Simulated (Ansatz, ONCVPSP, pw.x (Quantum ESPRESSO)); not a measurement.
**pw.x on bcc Ge: one setting changed**

Potential: optimised norm-conserving Vanderbilt (ONCV), ONCVPSP 4.0.1.1 (patched build), PBEsol; core [Ar] 3d10, reference 4s2 4p2; waves: 4s: rc 1.90 bohr, ncon 4, nbas 7, qcut 3.4 1/bohr, 2 projectors, debl 1.9 Ha; 4p: rc 2.50 bohr, ncon 3, nbas 7, qcut 2.8 1/bohr, 1 projector; d scattering state at 0.02 Ha: rc 2.50 bohr, ncon 4, nbas 9, qcut 3.8 1/bohr, 2 projectors, debl 1.7 Ha; local part: polynomial inside 1.50 bohr (lpopt 3, dvloc0 0 Ha); core correction: Teter function, fcfact 1.75, rcfact 1.5.

The reference run (k-mesh 14³, cutoffs 75/300 Ry, Fermi–Dirac 0.01 Ry, mixing_beta 0.4, conv_thr 1e-9, no spin) gives -0.54 GPa at 18.298 Å³/atom, where all-electron LAPW gives -0.09 GPa. This run, with its own iteration cap, changes nosym to true.

```
&control
  calculation='scf', prefix='x', pseudo_dir='./', outdir='./tmp', tstress=.true., disk_io='none'
/
&system
  ibrav=0, nat=1, ntyp=1, ecutwfc=75, ecutrho=300, nbnd=9,
  occupations='smearing', smearing='fd', degauss=0.01, nosym=.true.
/
&electrons
  conv_thr=1e-09, mixing_beta=0.4, electron_maxstep=60
/
ATOMIC_SPECIES
Ge 1.0 Ge.UPF
CELL_PARAMETERS angstrom
  -1.66002468 1.66002468 1.66002468
  1.66002468 -1.66002468 1.66002468
  1.66002468 1.66002468 -1.66002468
ATOMIC_POSITIONS crystal
Ge 0.0000 0.0000 0.0000
K_POINTS automatic
14 14 14 0 0 0
```

```bash
pw.x < Ge.scf.in > Ge.scf.out
```

How does the run end?

It converges in 6 iterations; the free energy moves by +0.0 meV/atom and the pressure by +0.00 GPa. The result is that of the reference run.

```
lattice parameter (alat)  =       5.4334  a.u.
     unit-cell volume          =     123.4810 (a.u.)^3
     number of electrons       =         4.00
     number of Kohn-Sham states=            9
     kinetic-energy cutoff     =      75.0000  Ry
     charge density cutoff     =     300.0000  Ry
     scf convergence threshold =      1.0E-09
     Exchange-correlation= PBESOL
     number of k points=  1376  Fermi-Dirac smearing, width (Ry)=  0.0100
     iteration #  1     ecut=    75.00 Ry     beta= 0.40
     total energy              =      -8.58301172 Ry
     estimated scf accuracy    <       0.00221631 Ry
     iteration #  2     ecut=    75.00 Ry     beta= 0.40
     total energy              =      -8.58275756 Ry
     estimated scf accuracy    <       0.00063374 Ry
     iteration #  3     ecut=    75.00 Ry     beta= 0.40
     total energy              =      -8.58280427 Ry
     estimated scf accuracy    <       0.00000263 Ry
     iteration #  4     ecut=    75.00 Ry     beta= 0.40
     c_bands:  1 eigenvalues not converged
     c_bands:  1 eigenvalues not converged
     c_bands:  1 eigenvalues not converged
     [... 3 repeated lines left out ...]
     total energy              =      -8.58280543 Ry
     estimated scf accuracy    <       0.00000007 Ry
     iteration #  5     ecut=    75.00 Ry     beta= 0.40
     total energy              =      -8.58280544 Ry
     estimated scf accuracy    <          5.2E-09 Ry
     iteration #  6     ecut=    75.00 Ry     beta= 0.40
     the Fermi energy is     7.9963 ev
!    total energy              =      -8.58280545 Ry
     estimated scf accuracy    <          2.2E-10 Ry
     smearing contrib. (-TS)   =      -0.00187039 Ry
     The total energy is F=E-TS. E is the sum of the following terms:
     one-electron contribution =       3.79222774 Ry
     hartree contribution      =       0.07325925 Ry
     xc contribution           =      -3.16559904 Ry
     ewald contribution        =      -9.28082301 Ry
     convergence has been achieved in   6 iterations
          total   stress  (Ry/bohr**3)                   (kbar)     P=       -5.40
     Message from routine punch:
     Nothing written, as per user request (disk_io='none')
```

The run took about 2.2 min on one core of a shared host (Neoverse-V2, 96 threads, 742 GiB, load 41).
